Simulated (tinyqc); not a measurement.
Inside a calculation. Method: RHF in the sto-3g basis, for HF, spin multiplicity 1. One step of it, computed by the program tinyqc.

Question. Orthogonalisation. S = U s U^T; symmetric (Loewdin) form X = U s^(-1/2) U^T, so that X^T S X = 1.

overlap S, order 1F 1s, 1F 2s, 1F 2px, 1F 2py, 1F 2pz, 2H 1s:
$$\begin{pmatrix}
1.000000 & 0.237990 & 0.000000 & 0.000000 & 0.000000 & 0.047972 \\
0.237990 & 1.000000 & 0.000000 & 0.000000 & 0.000000 & 0.440196 \\
0.000000 & 0.000000 & 1.000000 & 0.000000 & 0.000000 & 0.000000 \\
0.000000 & 0.000000 & 0.000000 & 1.000000 & 0.000000 & 0.000000 \\
0.000000 & 0.000000 & 0.000000 & 0.000000 & 1.000000 & 0.344739 \\
0.047972 & 0.440196 & 0.000000 & 0.000000 & 0.344739 & 1.000000
\end{pmatrix}$$

Give: eigenvalues of S; X.

Answer.

eigenvalues of S: [0.422, 0.846, 1.000, 1.000, 1.124, 1.608]

X, order 1F 1s, 1F 2s, 1F 2px, 1F 2py, 1F 2pz, 2H 1s:
$$\begin{pmatrix}
1.023 & -0.133 & 0.000 & 0.000 & -0.007 & 0.022 \\
-0.133 & 1.122 & 0.000 & 0.000 & 0.076 & -0.283 \\
0.000 & 0.000 & 1.000 & 0.000 & 0.000 & 0.000 \\
0.000 & 0.000 & 0.000 & 1.000 & 0.000 & 0.000 \\
-0.007 & 0.076 & 0.000 & 0.000 & 1.058 & -0.218 \\
0.022 & -0.283 & 0.000 & 0.000 & -0.218 & 1.155
\end{pmatrix}$$
